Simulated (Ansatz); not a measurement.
Geometry optimisation, UKS B3LYP/def2-SVP in Ansatz 0.2.0.

input.yaml

```yaml
crystal:
  periodic: [false, false, false]
  atoms:
    - { symbol: F, position_ang: [1.3558, -0.8626, 1.2111] }
    - { symbol: C, position_ang: [0.1731, -0.6765, 0.4893] }
    - { symbol: F, position_ang: [-0.548, -1.8217, 0.507] }
    - { symbol: "N", position_ang: [0.4767, -0.1596, -0.8658] }
    - { symbol: C, position_ang: [-0.2454, 0.9243, -0.7669] }
    - { symbol: S, position_ang: [-0.764, 0.7961, 0.8612] }
    - { symbol: H, position_ang: [-0.3869, 1.732, -1.4816] }
magnetization:
  spin_polarized: true
basis:
  gaussian: { orbitals: def2-SVP }
hamiltonian:
  xc: b3lyp
relax:
  f_tol: 0.02
  max_steps: 50
output:
  orbitals: {}
```

Command:

```bash
$ ansatz run input.yaml --threads 2 --pin off --max-ram 3072MiB --backend cpu --events-out ev --progress --plain --runs-dir out
```

**Question.** Where does it end, and by what steps?

**Answer.** The forces met the threshold. After 7 steps the energy has fallen by 0.429 eV; S6 moved furthest, 0.12 Å.

```json
{"step": "0", "energy less start (eV)": "0.0000", "largest force component (eV/Å)": "2.653", "accepted": "yes"}
{"step": "1", "energy less start (eV)": "-0.3002", "largest force component (eV/Å)": "1.431", "accepted": "yes"}
{"step": "2", "energy less start (eV)": "-0.3967", "largest force component (eV/Å)": "0.779", "accepted": "yes"}
{"step": "3", "energy less start (eV)": "-0.4225", "largest force component (eV/Å)": "0.349", "accepted": "yes"}
{"step": "4", "energy less start (eV)": "-0.4287", "largest force component (eV/Å)": "0.083", "accepted": "yes"}
{"step": "5", "energy less start (eV)": "-0.4288", "largest force component (eV/Å)": "0.069", "accepted": "yes"}
{"step": "6", "energy less start (eV)": "-0.4291", "largest force component (eV/Å)": "0.022", "accepted": "yes"}
{"step": "7", "energy less start (eV)": "-0.4291", "largest force component (eV/Å)": "0.003", "accepted": "yes"}
```

```xyz
7
Properties=species:S:1:pos:R:3
F 1.304 -0.842 1.173
C 0.200 -0.684 0.452
F -0.492 -1.817 0.487
N 0.442 -0.191 -0.885
C -0.211 0.903 -0.729
S -0.829 0.871 0.933
H -0.353 1.691 -1.477
```

Time of the run: 13 s on 2 threads of AMD EPYC 9R45 96-Core Processor (Zen 5) (shared host), peak memory 0.29 GiB.
